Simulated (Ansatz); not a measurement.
# [NH2···H···F], doublet: the ladder up to UCCSDT(Q)

Geometry: a point of a hydrogen-transfer path between rigid fragments, not a stationary point.

```xyz
5

N    -1.1392   -0.0158   -0.0246
H    -1.4365    0.9520   -0.0246
H    -1.4365   -0.4181    0.8556
H    -0.1972   -0.0158   -0.0246
F     1.0028   -0.0158   -0.0246
```

Basis cc-pVDZ; Ansatz 0.2.0. Correlated methods freeze the noble-gas cores, which leaves 15 electrons in 41 orbitals. R marks a restricted (for open shells ROHF) determinant, U an unrestricted one. Active spaces: pair = (3e, 3o) about the gap; valence = (15e, 11o) chosen from the atoms' valence shells.

Full CI isn't at hand for all of this; UCCSDT(Q) serves as the reference, and is uncertain by about the last step of the cluster series. The frozen core follows each run's orbitals, which can shift R against U totals by a few meV.

For open shells CISD is restricted-active-space CI with the open shells as a complete middle space.

```
UHF ⟨S²⟩                          : 0.766
T1 diagnostic (RCCSD)             : 0.0678
largest doubles amplitude (RCCSD) : 0.040
T1 diagnostic (UCCSD)             : 0.0546
```

```
   level  E − E(RHF) (eV)
     UHF          -0.2297
    RMP2          -9.6499
    UMP2          -9.6975
   RCCSD         -10.5299
   UCCSD         -10.5371
RCCSD(T)         -10.7180
UCCSD(T)         -10.7223
```

Problem. Estimate how far UCCSDT(Q) in cc-pVDZ lies from RCCSD(T). The table doesn't fix it; the size of (T) and the diagnostics are the guide.

Solution. UCCSDT(Q) in cc-pVDZ lies 4.5 kJ/mol below RCCSD(T), which is 25 % of the (T) step (-18.1 kJ/mol). T1 is raised, but (T) still catches most of what CCSD lacks. The miss exceeds 1 kcal/mol.

The other levels:

| level | E − E(UCCSDT(Q)) (kJ/mol) | share of correlation (%) | wall time |
| --- | --- | --- | --- |
| CISD | 111.6 | 89.26 | 5 s |
| BCCD(T) | 3.7 | 99.65 | 7 s |
| RCCSDT | 2.2 | 99.78 | – |
| UCCSDT | 2.2 | 99.79 | – |
| RCCSDT(Q) | 0.1 | 99.99 | 64 s |
| CASSCF (pair space) | 983.4 | 5.32 | – |
| NEVPT2 (pair space) | 95.0 | 90.86 | 2.2 s |
| CASSCF (valence space) | 827.5 | 20.32 | – |
| NEVPT2 (valence space) | 140.7 | 86.45 | 5.5 s |

The correlation energy at UCCSDT(Q), counted from RHF, is -10.765 eV. That run took 51 s on 1 thread of Arm Neoverse V2, shared host.

Times hold each run's SCF and search for its determinant on a shared host, so for small cases they say little of a method's own cost; they ran on 1 thread of Arm Neoverse V2.

Natural occupations of CASSCF (valence space) about the gap: 1.996 1.979 1.978 1.978 1.003 0.023 0.022 0.022; effectively unpaired electrons, Σ n²(2−n)², 1.01.
